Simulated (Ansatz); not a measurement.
C4H4ClF (`FC1=CCC1Cl`). Charge 0, multiplicity 1. Geometry: relaxed with PBE0-D4/def2-TZVP.

```xyz
10

F    -1.606    1.588    0.783
C    -0.753    0.758    0.223
C    -0.296    0.588   -1.012
C     0.598   -0.556   -0.577
C    -0.015   -0.373    0.841
Cl    1.120    0.032    2.148
H    -0.493    1.049   -1.969
H     1.668   -0.348   -0.598
H     0.399   -1.529   -1.033
H    -0.621   -1.208    1.193
```

(1) What is the dipole moment at r2SCAN/def2-TZVPP? (An estimate is asked.)

(2) And with PBE, B3LYP, ωB97M-V? (An estimate is asked.)

(3) Give the Mulliken charges with r2SCAN, B3LYP, ωB97M-V in def2-TZVPP. (Estimate.)

Answers

(1) Ansatz gave: 2.37 D, with components (-0.31, -1.17, -2.04) D in this frame, pointing from negative to positive charge.

(2) Computed: PBE 2.24 D, B3LYP 2.38 D, ωB97M-V 2.37 D.

(3) The calculation gave: 
| atom | r2SCAN | B3LYP | ωB97M-V |
| --- | --- | --- | --- |
| F1 | -0.18 | -0.19 | -0.18 |
| C2 | 0.17 | 0.19 | 0.16 |
| C3 | -0.19 | -0.20 | -0.15 |
| C4 | -0.03 | -0.11 | -0.18 |
| C5 | 0.15 | 0.05 | 0.00 |
| Cl6 | -0.18 | -0.16 | -0.12 |
| H7 | 0.11 | 0.14 | 0.13 |
| H8 | 0.05 | 0.09 | 0.11 |
| H9 | 0.04 | 0.08 | 0.10 |
| H10 | 0.07 | 0.11 | 0.13 |

B3LYP here is the variant with VWN-RPA as its local correlation; programs differ in this.
